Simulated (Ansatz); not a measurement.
# Al₂H₂ (singlet): r2SCAN0, CAM-B3LYP over a scan of the distance Al1–H3, 6-31G, part 2 of 2

Ansatz 0.2.0, Gaussian basis; 6-31G, all electrons in the functionals.

**14. CAM-B3LYP, 1.494 Å**

File in.yaml:

```yaml
crystal:
  periodic: [false, false, false]
  atoms:
    - {symbol: Al, position_ang: [0.000000, -0.151655, 1.309777]}
    - {symbol: Al, position_ang: [0.000000, 0.155353, -1.307001]}
    - {symbol: H, position_ang: [0.000000, 1.043069, 2.206811]}
    - {symbol: H, position_ang: [0.000000, -1.142049, -2.281128]}
basis:
  gaussian: {orbitals: 6-31G}
magnetization: {spin_polarized: true, initial_magnetization: 0}
hamiltonian: {xc: {name: CAM-B3LYP}}
```

Launch:

```sh
$ ansatz run in.yaml --threads 1 --pin off --events-out ev --progress --plain --max-ram 2393MiB
```

The program printed (excerpt; [...] marks lines left out):

```text
Functional definition: CAM-B3LYP
  name "CAM-B3LYP"
  cite "Yanai, Tew & Handy, Chem. Phys. Lett. 393, 51 (2004) doi:10.1016/j.cplett.2004.06.011"
  cite "Iikura, Tsuneda, Yanai & Hirao, J. Chem. Phys. 115, 3540 (2001) doi:10.1063/1.1383587"
  cite "Becke, Phys. Rev. A 38, 3098 (1988) doi:10.1103/PhysRevA.38.3098"
  cite "Lee, Yang & Parr, Phys. Rev. B 37, 785 (1988) doi:10.1103/PhysRevB.37.785"
  cite "Vosko, Wilk & Nusair, Can. J. Phys. 58, 1200 (1980) doi:10.1139/p80-159"
[...]
  # Exact exchange under (alpha + beta erf(omega r))/r, Becke's under what is left of 1/r.
[...]
340 factors; integrals over basis functions are off by at most 1.5e-4 eV
176 factors; integrals over basis functions are off by at most 8.7e-6 eV
[...]
mean field -13222.39773463 eV, -485.9141542846 hartree, gradient 8.4e-6 eV, S^2 0.162779; 5 other end points of the search recorded, 0 dependent functions left out
reference -13222.39784751 eV, -485.9141584330 hartree; 14, 14 occupied and 16, 16 virtual orbitals, 340 factors
Total energy: -13222.39784751 eV, -485.9141584330 hartree
```

Wall time 3.1 s (1 thread of Arm Neoverse V1, shared host).

From the report: ⟨S²⟩ of the determinant 0.163 (pure singlet: 0.00).

**15. CAM-B3LYP, 1.622 Å**

File in.yaml:

```yaml
crystal:
  periodic: [false, false, false]
  atoms:
    - {symbol: Al, position_ang: [0.000000, -0.153504, 1.308389]}
    - {symbol: Al, position_ang: [0.000000, 0.153504, -1.308389]}
    - {symbol: H, position_ang: [0.000000, 1.143898, 2.282516]}
    - {symbol: H, position_ang: [0.000000, -1.143898, -2.282516]}
basis:
  gaussian: {orbitals: 6-31G}
magnetization: {spin_polarized: true, initial_magnetization: 0}
hamiltonian: {xc: {name: CAM-B3LYP}}
```

The command is unchanged.

The program printed (excerpt; [...] marks lines left out):

```text
Functional definition: CAM-B3LYP
  name "CAM-B3LYP"
  cite "Yanai, Tew & Handy, Chem. Phys. Lett. 393, 51 (2004) doi:10.1016/j.cplett.2004.06.011"
  cite "Iikura, Tsuneda, Yanai & Hirao, J. Chem. Phys. 115, 3540 (2001) doi:10.1063/1.1383587"
  cite "Becke, Phys. Rev. A 38, 3098 (1988) doi:10.1103/PhysRevA.38.3098"
  cite "Lee, Yang & Parr, Phys. Rev. B 37, 785 (1988) doi:10.1103/PhysRevB.37.785"
  cite "Vosko, Wilk & Nusair, Can. J. Phys. 58, 1200 (1980) doi:10.1139/p80-159"
[...]
  # Exact exchange under (alpha + beta erf(omega r))/r, Becke's under what is left of 1/r.
[...]
340 factors; integrals over basis functions are off by at most 1.5e-4 eV
176 factors; integrals over basis functions are off by at most 7.6e-6 eV
[...]
mean field -13222.54415572 eV, -485.9195351603 hartree, gradient 7.0e-6 eV, S^2 0.129711; 5 other end points of the search recorded, 0 dependent functions left out
reference -13222.54426862 eV, -485.9195393095 hartree; 14, 14 occupied and 16, 16 virtual orbitals, 340 factors
Total energy: -13222.54426862 eV, -485.9195393095 hartree
```

Wall time 3.9 s (1 thread of Arm Neoverse V1, shared host).

From the report: ⟨S²⟩ of the determinant 0.130 (pure singlet: 0.00).

**16. CAM-B3LYP, 1.747 Å**

File in.yaml:

```yaml
crystal:
  periodic: [false, false, false]
  atoms:
    - {symbol: Al, position_ang: [0.000000, -0.155298, 1.307042]}
    - {symbol: Al, position_ang: [0.000000, 0.151710, -1.309736]}
    - {symbol: H, position_ang: [0.000000, 1.241746, 2.355983]}
    - {symbol: H, position_ang: [0.000000, -1.145692, -2.283863]}
basis:
  gaussian: {orbitals: 6-31G}
magnetization: {spin_polarized: true, initial_magnetization: 0}
hamiltonian: {xc: {name: CAM-B3LYP}}
```

Same command.

The program printed (excerpt; [...] marks lines left out):

```text
Functional definition: CAM-B3LYP
  name "CAM-B3LYP"
  cite "Yanai, Tew & Handy, Chem. Phys. Lett. 393, 51 (2004) doi:10.1016/j.cplett.2004.06.011"
  cite "Iikura, Tsuneda, Yanai & Hirao, J. Chem. Phys. 115, 3540 (2001) doi:10.1063/1.1383587"
  cite "Becke, Phys. Rev. A 38, 3098 (1988) doi:10.1103/PhysRevA.38.3098"
  cite "Lee, Yang & Parr, Phys. Rev. B 37, 785 (1988) doi:10.1103/PhysRevB.37.785"
  cite "Vosko, Wilk & Nusair, Can. J. Phys. 58, 1200 (1980) doi:10.1139/p80-159"
[...]
  # Exact exchange under (alpha + beta erf(omega r))/r, Becke's under what is left of 1/r.
[...]
340 factors; integrals over basis functions are off by at most 1.5e-4 eV
176 factors; integrals over basis functions are off by at most 8.5e-6 eV
[...]
mean field -13222.49571980 eV, -485.9177551731 hartree, gradient 9.2e-7 eV, S^2 0.100348; 4 other end points of the search recorded, 0 dependent functions left out
reference -13222.49583283 eV, -485.9177593268 hartree; 14, 14 occupied and 16, 16 virtual orbitals, 340 factors
Total energy: -13222.49583283 eV, -485.9177593268 hartree
```

Run time: 3.7 s. Hardware: 1 thread of Arm Neoverse V1, shared host.

From the report: ⟨S²⟩ of the determinant 0.100 (pure singlet: 0.00).

From 1.622 Å: +4.7 kJ/mol.

**17. CAM-B3LYP, 1.962 Å**

File in.yaml:

```yaml
crystal:
  periodic: [false, false, false]
  atoms:
    - {symbol: Al, position_ang: [0.000000, -0.158394, 1.304718]}
    - {symbol: Al, position_ang: [0.000000, 0.148614, -1.312060]}
    - {symbol: H, position_ang: [0.000000, 1.410582, 2.482750]}
    - {symbol: H, position_ang: [0.000000, -1.148788, -2.286187]}
basis:
  gaussian: {orbitals: 6-31G}
magnetization: {spin_polarized: true, initial_magnetization: 0}
hamiltonian: {xc: {name: CAM-B3LYP}}
```

Launched as before.

The program printed (excerpt; [...] marks lines left out):

```text
Functional definition: CAM-B3LYP
  name "CAM-B3LYP"
  cite "Yanai, Tew & Handy, Chem. Phys. Lett. 393, 51 (2004) doi:10.1016/j.cplett.2004.06.011"
  cite "Iikura, Tsuneda, Yanai & Hirao, J. Chem. Phys. 115, 3540 (2001) doi:10.1063/1.1383587"
  cite "Becke, Phys. Rev. A 38, 3098 (1988) doi:10.1103/PhysRevA.38.3098"
  cite "Lee, Yang & Parr, Phys. Rev. B 37, 785 (1988) doi:10.1103/PhysRevB.37.785"
  cite "Vosko, Wilk & Nusair, Can. J. Phys. 58, 1200 (1980) doi:10.1139/p80-159"
[...]
  # Exact exchange under (alpha + beta erf(omega r))/r, Becke's under what is left of 1/r.
[...]
340 factors; integrals over basis functions are off by at most 1.5e-4 eV
176 factors; integrals over basis functions are off by at most 1.1e-5 eV
[...]
mean field -13222.17200202 eV, -485.9058587640 hartree, gradient 7.2e-6 eV, S^2 0.058914; 4 other end points of the search recorded, 0 dependent functions left out
reference -13222.17211627 eV, -485.9058629627 hartree; 14, 14 occupied and 16, 16 virtual orbitals, 340 factors
Total energy: -13222.17211627 eV, -485.9058629627 hartree
```

Run time: 3.8 s. Hardware: 1 thread of Arm Neoverse V1, shared host.

From the report: ⟨S²⟩ of the determinant 0.059 (pure singlet: 0.00).

From 1.622 Å: +35.9 kJ/mol.

**18. CAM-B3LYP, 2.206 Å**

File in.yaml:

```yaml
crystal:
  periodic: [false, false, false]
  atoms:
    - {symbol: Al, position_ang: [0.000000, -0.161907, 1.302080]}
    - {symbol: Al, position_ang: [0.000000, 0.145101, -1.314698]}
    - {symbol: H, position_ang: [0.000000, 1.602191, 2.626615]}
    - {symbol: H, position_ang: [0.000000, -1.152301, -2.288825]}
basis:
  gaussian: {orbitals: 6-31G}
magnetization: {spin_polarized: true, initial_magnetization: 0}
hamiltonian: {xc: {name: CAM-B3LYP}}
```

Launched as before.

The program printed (excerpt; [...] marks lines left out):

```text
Functional definition: CAM-B3LYP
  name "CAM-B3LYP"
  cite "Yanai, Tew & Handy, Chem. Phys. Lett. 393, 51 (2004) doi:10.1016/j.cplett.2004.06.011"
  cite "Iikura, Tsuneda, Yanai & Hirao, J. Chem. Phys. 115, 3540 (2001) doi:10.1063/1.1383587"
  cite "Becke, Phys. Rev. A 38, 3098 (1988) doi:10.1103/PhysRevA.38.3098"
  cite "Lee, Yang & Parr, Phys. Rev. B 37, 785 (1988) doi:10.1103/PhysRevB.37.785"
  cite "Vosko, Wilk & Nusair, Can. J. Phys. 58, 1200 (1980) doi:10.1139/p80-159"
[...]
  # Exact exchange under (alpha + beta erf(omega r))/r, Becke's under what is left of 1/r.
[...]
340 factors; integrals over basis functions are off by at most 1.5e-4 eV
176 factors; integrals over basis functions are off by at most 1.3e-5 eV
[...]
mean field -13221.64871261 eV, -485.8866282331 hartree, gradient 6.8e-6 eV, S^2 0.036802; 6 other end points of the search recorded, 0 dependent functions left out
reference -13221.64882759 eV, -485.8866324585 hartree; 14, 14 occupied and 16, 16 virtual orbitals, 340 factors
Total energy: -13221.64882759 eV, -485.8866324585 hartree
```

It took 4.2 s on 1 thread of Arm Neoverse V1, shared host.

From the report: ⟨S²⟩ of the determinant 0.037 (pure singlet: 0.00).

From 1.622 Å: +86.4 kJ/mol.

**19. CAM-B3LYP, 2.603 Å**

File in.yaml:

```yaml
crystal:
  periodic: [false, false, false]
  atoms:
    - {symbol: Al, position_ang: [0.000000, -0.167624, 1.297788]}
    - {symbol: Al, position_ang: [0.000000, 0.139384, -1.318990]}
    - {symbol: H, position_ang: [0.000000, 1.913948, 2.860692]}
    - {symbol: H, position_ang: [0.000000, -1.158018, -2.293117]}
basis:
  gaussian: {orbitals: 6-31G}
magnetization: {spin_polarized: true, initial_magnetization: 0}
hamiltonian: {xc: {name: CAM-B3LYP}}
```

Same command.

The program printed (excerpt; [...] marks lines left out):

```text
Functional definition: CAM-B3LYP
  name "CAM-B3LYP"
  cite "Yanai, Tew & Handy, Chem. Phys. Lett. 393, 51 (2004) doi:10.1016/j.cplett.2004.06.011"
  cite "Iikura, Tsuneda, Yanai & Hirao, J. Chem. Phys. 115, 3540 (2001) doi:10.1063/1.1383587"
  cite "Becke, Phys. Rev. A 38, 3098 (1988) doi:10.1103/PhysRevA.38.3098"
  cite "Lee, Yang & Parr, Phys. Rev. B 37, 785 (1988) doi:10.1103/PhysRevB.37.785"
  cite "Vosko, Wilk & Nusair, Can. J. Phys. 58, 1200 (1980) doi:10.1139/p80-159"
[...]
  # Exact exchange under (alpha + beta erf(omega r))/r, Becke's under what is left of 1/r.
[...]
340 factors; integrals over basis functions are off by at most 1.7e-4 eV
174 factors; integrals over basis functions are off by at most 1.8e-5 eV
[...]
mean field -13220.78736413 eV, -485.8549742603 hartree, gradient 1.8e-5 eV, S^2 0.336820; 7 other end points of the search recorded, 0 dependent functions left out
reference -13220.78748013 eV, -485.8549785233 hartree; 14, 14 occupied and 16, 16 virtual orbitals, 340 factors
Total energy: -13220.78748013 eV, -485.8549785233 hartree
```

It took 5.5 s on 1 thread of Arm Neoverse V1, shared host.

From the report: ⟨S²⟩ of the determinant 0.337 (pure singlet: 0.00).

From 1.622 Å: +169.5 kJ/mol.

**20. CAM-B3LYP, 3.065 Å**

File in.yaml:

```yaml
crystal:
  periodic: [false, false, false]
  atoms:
    - {symbol: Al, position_ang: [0.000000, -0.174276, 1.292793]}
    - {symbol: Al, position_ang: [0.000000, 0.132732, -1.323985]}
    - {symbol: H, position_ang: [0.000000, 2.276749, 3.133093]}
    - {symbol: H, position_ang: [0.000000, -1.164670, -2.298112]}
basis:
  gaussian: {orbitals: 6-31G}
magnetization: {spin_polarized: true, initial_magnetization: 0}
hamiltonian: {xc: {name: CAM-B3LYP}}
```

Same command.

The program printed (excerpt; [...] marks lines left out):

```text
Functional definition: CAM-B3LYP
  name "CAM-B3LYP"
  cite "Yanai, Tew & Handy, Chem. Phys. Lett. 393, 51 (2004) doi:10.1016/j.cplett.2004.06.011"
  cite "Iikura, Tsuneda, Yanai & Hirao, J. Chem. Phys. 115, 3540 (2001) doi:10.1063/1.1383587"
  cite "Becke, Phys. Rev. A 38, 3098 (1988) doi:10.1103/PhysRevA.38.3098"
  cite "Lee, Yang & Parr, Phys. Rev. B 37, 785 (1988) doi:10.1103/PhysRevB.37.785"
  cite "Vosko, Wilk & Nusair, Can. J. Phys. 58, 1200 (1980) doi:10.1139/p80-159"
[...]
  # Exact exchange under (alpha + beta erf(omega r))/r, Becke's under what is left of 1/r.
[...]
340 factors; integrals over basis functions are off by at most 2.0e-4 eV
174 factors; integrals over basis functions are off by at most 2.3e-5 eV
[...]
mean field -13220.21669889 eV, -485.8340026996 hartree, gradient 1.6e-5 eV, S^2 0.784165; 8 other end points of the search recorded, 0 dependent functions left out
reference -13220.21681580 eV, -485.8340069958 hartree; 14, 14 occupied and 16, 16 virtual orbitals, 340 factors
Total energy: -13220.21681580 eV, -485.8340069958 hartree
```

Wall time 7.5 s (1 thread of Arm Neoverse V1, shared host).

From the report: ⟨S²⟩ of the determinant 0.784 (pure singlet: 0.00). The determinant is far from a pure spin state, so its energy mixes those of several spin states (harmless only where they are near-degenerate, as at dissociation).

From 1.622 Å: +224.6 kJ/mol.

**21. CAM-B3LYP, 3.533 Å**

File in.yaml:

```yaml
crystal:
  periodic: [false, false, false]
  atoms:
    - {symbol: Al, position_ang: [0.000000, -0.181014, 1.287733]}
    - {symbol: Al, position_ang: [0.000000, 0.125994, -1.329045]}
    - {symbol: H, position_ang: [0.000000, 2.644261, 3.409032]}
    - {symbol: H, position_ang: [0.000000, -1.171408, -2.303172]}
basis:
  gaussian: {orbitals: 6-31G}
magnetization: {spin_polarized: true, initial_magnetization: 0}
hamiltonian: {xc: {name: CAM-B3LYP}}
```

Launched as before.

The program printed (excerpt; [...] marks lines left out):

```text
Functional definition: CAM-B3LYP
  name "CAM-B3LYP"
  cite "Yanai, Tew & Handy, Chem. Phys. Lett. 393, 51 (2004) doi:10.1016/j.cplett.2004.06.011"
  cite "Iikura, Tsuneda, Yanai & Hirao, J. Chem. Phys. 115, 3540 (2001) doi:10.1063/1.1383587"
  cite "Becke, Phys. Rev. A 38, 3098 (1988) doi:10.1103/PhysRevA.38.3098"
  cite "Lee, Yang & Parr, Phys. Rev. B 37, 785 (1988) doi:10.1103/PhysRevB.37.785"
  cite "Vosko, Wilk & Nusair, Can. J. Phys. 58, 1200 (1980) doi:10.1139/p80-159"
[...]
  # Exact exchange under (alpha + beta erf(omega r))/r, Becke's under what is left of 1/r.
[...]
341 factors; integrals over basis functions are off by at most 2.0e-4 eV
174 factors; integrals over basis functions are off by at most 2.8e-5 eV
[...]
mean field -13219.97915198 eV, -485.8252730116 hartree, gradient 8.4e-6 eV, S^2 0.958886; 9 other end points of the search recorded, 0 dependent functions left out
reference -13219.97927385 eV, -485.8252774902 hartree; 14, 14 occupied and 16, 16 virtual orbitals, 341 factors
Total energy: -13219.97927385 eV, -485.8252774902 hartree
```

Run time: 6.5 s. Hardware: 1 thread of Arm Neoverse V1, shared host.

From the report: ⟨S²⟩ of the determinant 0.959 (pure singlet: 0.00). The determinant is far from a pure spin state, so its energy mixes those of several spin states (harmless only where they are near-degenerate, as at dissociation).

From 1.622 Å: +247.5 kJ/mol.

**22. CAM-B3LYP, 4.462 Å**

File in.yaml:

```yaml
crystal:
  periodic: [false, false, false]
  atoms:
    - {symbol: Al, position_ang: [0.000000, -0.194391, 1.277690]}
    - {symbol: Al, position_ang: [0.000000, 0.112617, -1.339088]}
    - {symbol: H, position_ang: [0.000000, 3.373789, 3.956783]}
    - {symbol: H, position_ang: [0.000000, -1.184785, -2.313215]}
basis:
  gaussian: {orbitals: 6-31G}
magnetization: {spin_polarized: true, initial_magnetization: 0}
hamiltonian: {xc: {name: CAM-B3LYP}}
```

The command is unchanged.

The program printed (excerpt; [...] marks lines left out):

```text
Functional definition: CAM-B3LYP
  name "CAM-B3LYP"
  cite "Yanai, Tew & Handy, Chem. Phys. Lett. 393, 51 (2004) doi:10.1016/j.cplett.2004.06.011"
  cite "Iikura, Tsuneda, Yanai & Hirao, J. Chem. Phys. 115, 3540 (2001) doi:10.1063/1.1383587"
  cite "Becke, Phys. Rev. A 38, 3098 (1988) doi:10.1103/PhysRevA.38.3098"
  cite "Lee, Yang & Parr, Phys. Rev. B 37, 785 (1988) doi:10.1103/PhysRevB.37.785"
  cite "Vosko, Wilk & Nusair, Can. J. Phys. 58, 1200 (1980) doi:10.1139/p80-159"
[...]
  # Exact exchange under (alpha + beta erf(omega r))/r, Becke's under what is left of 1/r.
[...]
341 factors; integrals over basis functions are off by at most 1.5e-4 eV
174 factors; integrals over basis functions are off by at most 3.6e-5 eV
[...]
mean field -13219.85136643 eV, -485.8205769792 hartree, gradient 2.2e-6 eV, S^2 1.044483; 9 other end points of the search recorded, 0 dependent functions left out
reference -13219.85149113 eV, -485.8205815618 hartree; 14, 14 occupied and 16, 16 virtual orbitals, 341 factors
Total energy: -13219.85149113 eV, -485.8205815618 hartree
```

Run time: 7.5 s. Hardware: 1 thread of Arm Neoverse V1, shared host.

From the report: ⟨S²⟩ of the determinant 1.044 (pure singlet: 0.00). The determinant is far from a pure spin state, so its energy mixes those of several spin states (harmless only where they are near-degenerate, as at dissociation).

From 1.622 Å: +259.8 kJ/mol.

**23. CAM-B3LYP, 5.386 Å**

File in.yaml:

```yaml
crystal:
  periodic: [false, false, false]
  atoms:
    - {symbol: Al, position_ang: [0.000000, -0.207695, 1.267700]}
    - {symbol: Al, position_ang: [0.000000, 0.099313, -1.349078]}
    - {symbol: H, position_ang: [0.000000, 4.099390, 4.501585]}
    - {symbol: H, position_ang: [0.000000, -1.198089, -2.323205]}
basis:
  gaussian: {orbitals: 6-31G}
magnetization: {spin_polarized: true, initial_magnetization: 0}
hamiltonian: {xc: {name: CAM-B3LYP}}
```

Launched as before.

The program printed (excerpt; [...] marks lines left out):

```text
Functional definition: CAM-B3LYP
  name "CAM-B3LYP"
  cite "Yanai, Tew & Handy, Chem. Phys. Lett. 393, 51 (2004) doi:10.1016/j.cplett.2004.06.011"
  cite "Iikura, Tsuneda, Yanai & Hirao, J. Chem. Phys. 115, 3540 (2001) doi:10.1063/1.1383587"
  cite "Becke, Phys. Rev. A 38, 3098 (1988) doi:10.1103/PhysRevA.38.3098"
  cite "Lee, Yang & Parr, Phys. Rev. B 37, 785 (1988) doi:10.1103/PhysRevB.37.785"
  cite "Vosko, Wilk & Nusair, Can. J. Phys. 58, 1200 (1980) doi:10.1139/p80-159"
[...]
  # Exact exchange under (alpha + beta erf(omega r))/r, Becke's under what is left of 1/r.
[...]
340 factors; integrals over basis functions are off by at most 1.8e-4 eV
174 factors; integrals over basis functions are off by at most 2.9e-5 eV
[...]
mean field -13219.83038060 eV, -485.8198057644 hartree, gradient 9.8e-7 eV, S^2 1.052632; 10 other end points of the search recorded, 0 dependent functions left out
reference -13219.83051674 eV, -485.8198107671 hartree; 14, 14 occupied and 16, 16 virtual orbitals, 340 factors
Total energy: -13219.83051674 eV, -485.8198107671 hartree
```

Wall time 8 s (1 thread of Arm Neoverse V1, shared host).

From the report: ⟨S²⟩ of the determinant 1.053 (pure singlet: 0.00). The determinant is far from a pure spin state, so its energy mixes those of several spin states (harmless only where they are near-degenerate, as at dissociation).

From 1.622 Å: +261.8 kJ/mol.

**24. Against the wave-function levels**

The yardstick is full CI for this spin, exact in this basis with these frozen cores. It comes from earlier runs at the same points. Energies in kJ/mol, counted from 1.622 Å; blanks weren't run or aren't comparable.

| level | 1.292 Å | 1.494 Å | 1.622 Å | 1.747 Å | 1.962 Å | 2.206 Å | 2.603 Å | 3.065 Å | 3.533 Å | 4.462 Å | 5.386 Å |
| --- | --- | --- | --- | --- | --- | --- | --- | --- | --- | --- | --- |
| FCI | 115.8 | 17.7 | 0.0 | 1.2 | 25.9 | 67.4 | 133.5 | 187.5 | 215.1 | 228.0 | 228.1 |
| r2SCAN0 | 105.9 | 13.7 | 0.0 | 5.2 | 37.2 | 88.1 | 167.0 | 215.5 | 239.2 | 256.0 | 258.9 |
| CAM-B3LYP | 106.2 | 14.1 | 0.0 | 4.7 | 35.9 | 86.4 | 169.5 | 224.6 | 247.5 | 259.8 | 261.8 |

Largest miss and mean time a point (FCI took 92 s a point; shared hosts):

| level | largest miss (kJ/mol) | where | time a point |
| --- | --- | --- | --- |
| r2SCAN0 | +33.5 | 2.603 Å | 13 s |
| CAM-B3LYP | +37.1 | 3.065 Å | 5.2 s |

**25. Summary of results**

The summary covers parts 1 to 2.

| quantity | value |
| --- | --- |
| span of the FCI curve | 228.1 kJ/mol |
| largest miss, r2SCAN0 | +33.5 kJ/mol (2.603 Å) |
| largest miss, CAM-B3LYP | +37.1 kJ/mol (3.065 Å) |

What this shows: Of the functionals, r2SCAN0 keep the smallest largest miss at the points compared (at most 33.5 kJ/mol) and CAM-B3LYP strays most (37.1 kJ/mol, at 3.065 Å). r2SCAN0, CAM-B3LYP clearly break the spin symmetry at some points (⟨S²⟩ up to 1.08 above the pure value), so energy there is bought with a mixed spin. Functionals and the yardstick converge differently with the basis, so part of each miss in 6-31G is the basis.
